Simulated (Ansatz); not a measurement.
Molecule: C$_{2}$H$_{5}$O$_{2}$, net charge 1, singlet state. It need not be the lowest isomer of its formula. 
Coordinates optimised at B3LYP-D3(BJ)/def2-TZVP (Ansatz, a first-principles code):
SMILES: C[OH+]C=O
```xyz
9

C     -1.0742    -0.2116    -0.0219
O     -0.8043    -1.2585    -0.4200
O      0.0688     0.7929     0.1907
H     -1.9994     0.3055     0.2378
C      1.5096     0.3752     0.1178
H      2.0453     1.2484    -0.2389
H      1.8124     0.0563     1.1099
H      1.5336    -0.4356    -0.6012
H     -0.1209     1.5684     0.7508
```
Charge +1, spin multiplicity 1.

Basis-set convergence of Hartree-Fock and MP2 correlation energies (hartree) with Ansatz. Correlated levels leave the core frozen unless marked. No spin-orbit coupling. No relativistic terms.

```csv
basis,functions,E(HF),"E(corr, MP2)"
cc-pVDZ,-,-228.08620,-0.63941
cc-pVTZ,190,[?],[?]
```

Some entries are withheld; supply them.


- cc-pVTZ, E(HF): -228.15602
- cc-pVTZ, E(corr, MP2): -0.79692
